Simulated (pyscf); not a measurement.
Four-centre exchange: hydrogen fluoride (HF) + F–BH–F -> F–BH–F + hydrogen fluoride (HF)

Gas phase, singlet surface, charge 0. Bonds broken: F1–H6, B2–F5. Bonds formed: F1–B2, F5–H6. Single points on ωB97X-D3(BJ)/def2-SVP structures (PySCF, gas phase). Correlated levels are frozen-core, on RHF or UHF. ΔMP2 is the change of the MP2 total energy from the triple- to the quadruple-zeta basis.

Transition state (Å):

```xyz
6

F     -0.1968     0.4855     1.1047
B      0.0568     0.3264    -0.4298
F      1.1191     1.0366    -0.7900
H     -0.9648     0.3382    -1.0596
F      0.4903    -1.1248    -0.0420
H      0.2016    -0.6020     0.9603
```

One imaginary mode, 964i cm⁻¹; descent along it reached the two sides named.

```csv
bond,change,reactant side (Å),saddle,product side
F1–H6,breaks,0.928,1.167,2.220
B2–F5,breaks,1.336,1.563,2.349
F1–B2,forms,2.359,1.563,1.336
F5–H6,forms,2.194,1.167,0.928
```

Electronic energies relative to the separated reactants (kJ/mol):

```tsv
level	barrier	reaction energy	reverse barrier
ωB97X-D3(BJ)/def2-TZVP	74.3	0.0	74.3
PBE/def2-TZVP	54.9	0.0	54.9
r²SCAN/def2-TZVP	57.8	0.0	57.8
B3LYP-D3(BJ)/def2-TZVP	76.3	0.0	76.3
PBE0-D3(BJ)/def2-TZVP	65.5	0.0	65.5
M06-2X/def2-TZVP	67.8	0.0	67.8
ωB97M-D3(BJ)/def2-TZVP	71.8	0.0	71.8
HF/def2-TZVP	138.9	0.0	138.9
MP2/def2-QZVPP	80.5	0.0	80.5
CCSD/def2-TZVPP	88.7	0.0	88.7
CCSD(T)/def2-TZVPP	79.0	0.0	79.0
CCSD(T)/def2-TZVPP + ΔMP2(QZVPP)	83.5	0.0	83.5
```

With CCSD(T)/def2-TZVPP + ΔMP2(QZVPP) energies and thermal terms (ideal gas, 1 atm, RRHO with modes under 100 cm⁻¹ raised to 100, one conformer, R ln 2 for rigid chiral ones), in kJ/mol:

```csv
T (K),ΔH‡,ΔG‡,ΔH,ΔG
298,79.4,122.1,0.0,0.0
600,77.7,166.2,0.0,0.0
900,78.4,210.4,0.0,0.0
1200,80.0,254.2,0.0,0.0
```

This is the saddle that the search found; another between the same sides may lie lower. The CCSD(T) − MP2 part came from Ansatz, without density fitting, on the same reference.
